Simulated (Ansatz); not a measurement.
The input, for Ansatz 0.2.0:

```yaml
crystal:
  periodic: [false, false, false]
  atoms:
    - {symbol: B, position_ang: [0.000000, -0.271450, 0.182809]}
    - {symbol: H, position_ang: [0.000000, 2.397991, -3.112668]}
    - {symbol: H, position_ang: [0.000000, 0.513532, 1.151885]}
basis:
  gaussian: {orbitals: "6-31++G**"}
total_charge: -1
correlation: {method: fci, electrons: outside_noble_gas}
```

```sh
$ ansatz run in.yaml --threads 1 --pin off --events-out ev --progress --plain --max-ram 2393MiB
```

The program prints:

```
471 factors; integrals over basis functions are off by at most 2.4e-7 eV
mean field evaluation 1: about -694.9937 eV, gradient 1.6e1 eV
mean field evaluation 2: about -694.9938 eV, gradient 1.6e1 eV
mean field evaluation 4: about -696.9628 eV, gradient 1.3e0 eV
mean field evaluation 8: about -696.9835 eV, gradient 2.4e-3 eV
mean field evaluation 16: about -690.9989 eV, gradient 6.9e-3 eV
mean field -696.98351557 eV, -25.6136717649 hartree, gradient 4.5e-6 eV, S^2 0.000000; 1 other end points of the search recorded, 0 dependent functions left out; unrestricted orbitals would lower it
1 core orbitals not correlated: weight in the atoms' cores, before any rotation towards them, 1.000 or more for the frozen orbitals, at most 0.000 for the correlated occupied ones
reference -696.98351557 eV, -25.6136717649 hartree; 3, 3 occupied and 27, 27 virtual orbitals, 471 factors
state -700.13445834 eV, -25.7294667757 hartree
Total energy: -700.13445834 eV, -25.7294667757 hartree
```

Ran on 1 thread of Arm Neoverse V1, shared host: 69 s wall, 0.98 GiB peak host memory.
